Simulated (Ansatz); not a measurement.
**Worked example: the step energy**

An elementary step of SiH6S, closed shell (SiH₄S ([SiH3][SH]) + H₂ → SiH₄ + H₂S; Si–S, H–H broken or loosened, Si–H, S–H formed or tightened). “Start” and “end” are the PBE0-D4/def2-TZVP structures reached by relaxing down either side of its saddle point, with the molecules still in contact.

Program: Ansatz 0.2.0. Basis: def2-TZVPP and def2-QZVPP. Cores are frozen in the correlated methods.

Energies in eV:

| quantity | end | start |
| --- | --- | --- |
| Hartree–Fock, triple zeta (X = 3) | -18774.91099 | -18775.06352 |
| Hartree–Fock, quadruple zeta (X = 4) | -18775.47929 | -18775.63806 |
| MP2 correlation, X = 3 | -9.18266 | -9.38327 |
| MP2 correlation, X = 4 | -9.89444 | -10.12350 |
| CCSD(T) correlation, X = 3 | -10.97327 | -11.08574 |

Work out the step energy at the basis limit: extrapolate Hartree–Fock as E(X) = E∞ + A exp(−7.88 √X) and the MP2 correlation as E(X) = E∞ + B X^−2.97 (the exponents that Neese and Valeev fitted for def2-TZVPP and QZVPP), then add CCSD(T) − MP2 in triple zeta.

Each step is linear, so take the differences first (end − start): Hartree–Fock 0.15253 (X = 3) and 0.15877 (X = 4); MP2 correlation 0.20061 and 0.22906; CCSD(T) correlation 0.11247.
Two points give E∞ = E(4) + w [E(4) − E(3)], with w = 1/(exp(7.88 (2 − √3)) − 1) = 0.1377 for Hartree–Fock and w = 1/((4/3)^2.97 − 1) = 0.7407 for the correlation.
Hartree–Fock: 0.15877 + 0.1377 × 0.00624 = 0.1596 eV.
MP2 correlation: 0.22906 + 0.7407 × 0.02845 = 0.2501 eV.
CCSD(T) − MP2: 0.11247 − 0.20061 = -0.0881 eV.
Sum: 0.1596 + 0.2501 + (-0.0881) = 0.3216 eV, or 7.42 kcal/mol. Plain CCSD(T) in triple zeta gives 0.2650 eV, so the larger basis shifts the result by 0.0566 eV.

The T1 diagnostic stays at or below 0.014.

Labels in which every atom is bracketed show which atoms are joined, not bond orders.

For scale, one of the runs: CCSD(T)/def2-TZVPP, 168 basis functions, launched by `ansatz run in.yaml --threads 2 --pin off --events-out ev --progress --plain --max-ram 4352MiB`. Time: 15 s of wall clock on 2 CPU threads of an Arm Neoverse V2; the host was shared. Peak host memory: 1.2 GiB.
